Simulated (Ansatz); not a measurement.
Geometry optimisation, Ansatz, RKS PBE0-D4/def2-SVP.

Input:

```yaml
crystal:
  periodic: [false, false, false]
  atoms:
    - { symbol: C, position_ang: [-0.827, -1.2105, -0.5786] }
    - { symbol: C, position_ang: [-0.1401, -0.1776, -0.06] }
    - { symbol: C, position_ang: [0.8132, -0.4429, 1.0325] }
    - { symbol: C, position_ang: [-0.1949, 1.2761, -0.496] }
    - { symbol: F, position_ang: [-1.3743, 1.4455, -1.2823] }
    - { symbol: Cl, position_ang: [1.1544, 1.7866, -1.4282] }
    - { symbol: H, position_ang: [-0.7521, -2.193, -0.2555] }
    - { symbol: H, position_ang: [-1.5571, -0.9521, -1.3878] }
    - { symbol: H, position_ang: [1.8688, -0.183, 0.7725] }
    - { symbol: H, position_ang: [0.842, -1.4946, 1.3767] }
    - { symbol: H, position_ang: [0.5906, 0.1576, 1.9487] }
    - { symbol: H, position_ang: [-0.3465, 1.9329, 0.3921] }
basis:
  gaussian: { orbitals: def2-SVP }
hamiltonian:
  xc: pbe0
  dispersion: d4
relax:
  f_tol: 0.02
  max_steps: 50
```

Run as:

```bash
$ ansatz run input.yaml --threads 2 --pin off --max-ram 3072MiB --backend cpu --events-out ev --progress --plain --runs-dir out
```

Question: Where does it end, and by what steps?

Answer: The forces met the threshold. After 7 steps the energy has fallen by 0.396 eV; Cl6 moved furthest, 0.20 Å.

| step | energy less start (eV) | largest force component (eV/Å) | accepted |
| --- | --- | --- | --- |
| 0 | 0.0000 | 3.887 | yes |
| 1 | -0.2897 | 2.038 | yes |
| 2 | -0.3314 | 0.900 | yes |
| 3 | -0.3826 | 0.550 | yes |
| 4 | -0.3914 | 0.285 | yes |
| 5 | -0.3942 | 0.204 | yes |
| 6 | -0.3940 | 0.248 | no |
| 7 | -0.3960 | 0.015 | yes |

```xyz
12
Properties=species:S:1:pos:R:3
C -0.894 -1.152 -0.577
C -0.133 -0.199 -0.035
C 0.876 -0.434 1.045
C -0.281 1.222 -0.494
F -1.283 1.373 -1.383
Cl 1.248 1.798 -1.253
H -0.809 -2.190 -0.247
H -1.617 -0.920 -1.361
H 1.883 -0.143 0.707
H 0.895 -1.490 1.342
H 0.649 0.172 1.939
H -0.456 1.908 0.351
```

The run took 13 s on 2 threads of AMD EPYC 9R45 96-Core Processor (Zen 5), with other jobs on the host, peak memory 0.3 GiB.
